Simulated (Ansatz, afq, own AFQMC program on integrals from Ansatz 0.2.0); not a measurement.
Two steps: Ansatz 0.2.0 writes the Fock matrix and Cholesky factors of the valence space, and afq projects on them the lowest state that overlaps trial and start.

```yaml
crystal:
  periodic: [false, false, false]
  atoms:
    - {symbol: N, position_ang: [0.001986, 0.002583, -0.071414]}
    - {symbol: H, position_ang: [0.931127, -0.002562, 0.357291]}
    - {symbol: H, position_ang: [-0.488328, 0.797474, 0.346746]}
    - {symbol: H, position_ang: [-0.470402, -0.830804, 0.288354]}
basis:
  gaussian: {orbitals: aug-cc-pVDZ}
total_charge: -1
magnetization: {spin_polarized: false, initial_magnetization: 1}
correlation: {method: ccsd_t, electrons: outside_noble_gas, hamiltonian_folder: ham}
```

```sh
$ ansatz run in.yaml --threads 1 --pin off --events-out ev --progress --plain --max-ram 16896MiB --backend cuda --devices 0, --max-vram 18GiB
```

afq runs on the folder ham with

```
--method phaseless --trial hf --walkers 4000 --populations 20 --least-time 40 --time-step 0.005 --steps-per-block 20 --equilibration-blocks 112 --max-blocks 4000 --target-error 0.0009000 --factor-cut 1e-05 --start spin_pure --seed 9978 --taylor-order 6
```

Times are imaginary, in 1/Eh. The walk had a cap of 90 s. With eight or more populations the least sampling time is a fifth of least-time, and the error comes from their spread.

Output of the walk:

```
orbitals 49  electrons 5 4  factors 402 of 479
reference energy -56.16939306 Eh
CCSD correlation -0.22243421 Eh in 10 cycles, weight of the determinant in the CISD state 0.9186
energy of the start -56.169393 Eh
 block  time / (1/Eh)  mean weight  energy / Eh
     1     0.100  1.0013  -56.230672
     2     0.200  1.0018  -56.272669
     3     0.300  1.0022  -56.303631
     4     0.400  1.0012  -56.326011
     5     0.500  1.0011  -56.339968
     7     0.700  1.0016  -56.363590
     9     0.900  1.0007  -56.372232
    13     1.300  1.0002  -56.383134
    21     2.100  1.0003  -56.394646
    29     2.900  1.0000  -56.389062
    37     3.700  0.9997  -56.397330
    45     4.500  1.0000  -56.397863
    53     5.300  1.0001  -56.401213
    61     6.100  0.9995  -56.400175
    69     6.900  0.9999  -56.401806
    77     7.700  1.0001  -56.406535
    85     8.500  1.0000  -56.396942
    93     9.300  0.9999  -56.400296
   101    10.100  0.9999  -56.398199
   109    10.900  0.9997  -56.400933
   117    11.700  1.0004  -56.401841
   125    12.500  1.0001  -56.397502
   133    13.300  1.0001  -56.400994
   141    14.100  1.0000  -56.404189
   149    14.900  0.9997  -56.399213
   157    15.700  1.0000  -56.405363
   165    16.500  0.9997  -56.395548
   173    17.300  1.0002  -56.396502
   181    18.100  1.0002  -56.402225
   189    18.900  0.9998  -56.409575
error from the spread of 20 populations
energy -56.400669 +/- 0.000800 Eh
(rows thinned)
```

The run passed its tests (sampling time, drift between the halves within three errors, error under three times the target), which doesn't prove that it has relaxed.

Against this walk (error 21.8 meV) on the same determinant: CCSD(T) 64.2 meV higher, CCSDT(Q) 41.8 meV higher (within the noise), a separate phaseless walk with a CISD trial and standard settings 46.2 ± 22.1 meV higher. The error is statistical and leaves out the bias of the constraint.

Cautions: constraint bias not in the error.

The walk took 16 s on 1 × NVIDIA H100 80GB HBM3 with 2 threads of AMD EPYC 7R13 Processor (Zen 3), on a shared host (the card was shared). The log's last line is the phaseless energy.

CCSDT and higher add their correlation energy to the determinant of the CCSD(T) run, since their own runs factorise the integrals more tightly (a shift of under 2 meV). A walk keeps the symmetry of its determinant, which the program's search chose and which needn't be the lowest solution, so a lower state of the same spin and another symmetry isn't excluded.
